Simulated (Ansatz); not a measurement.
C2H5NO can be A, `N=CCO`, or B, `C/C=N/O`.

Calculated with Ansatz (gas phase, PBE0-D4/def2-TZVP geometries, no zero-point term in ΔE). CCSD(T)/CBS adds triple-zeta CCSD(T) − MP2 to the extrapolated MP2 energy (def2 sets, frozen cores). DFT in def2-TZVPP. Each species was taken in one conformer, which may not be the lowest.

Problem. Which is lower in electronic energy at CCSD(T)/CBS, and by how much? (Best estimate.)

Solution. The calculation gave: A, by 23.4 kcal/mol.

Problem. Give E(B) − E(A) in kcal/mol with MP2/def2-TZVPP, BLYP-D4, CCSD/def2-TZVPP, r2SCAN-D4, CCSD(T)/def2-TZVPP, LDA (SPW92), B2PLYP. (Estimate.)

Solution. The calculation gave: MP2/def2-TZVPP 24.5, BLYP-D4 19.5, CCSD/def2-TZVPP 23.9, r2SCAN-D4 21.3, CCSD(T)/def2-TZVPP 23.1, LDA (SPW92) 21.8, B2PLYP 22.5. None reverses the order clearly.

Problem. Does the order hold for the free energy at 298.15 K (harmonic terms from PBE0-D4)? (Best estimate.)

Solution. The calculation gave: Yes: G(B) − G(A) = +22.4 kcal/mol, for one conformer each.

Largest T1 diagnostic: 0.013.

At CCSD(T), def2-SVP lies −1.8 kcal/mol from the extrapolated value and def2-TZVPP −0.3 kcal/mol. Leaving LDA and LC-ωPBE aside and taking each functional with its dispersion term where it has one, the values, not all of them listed here, spread over 5.0 kcal/mol, from revPBE-D4 to BHLYP-D4. LDA lies +2.3 kcal/mol from PBE without D4.
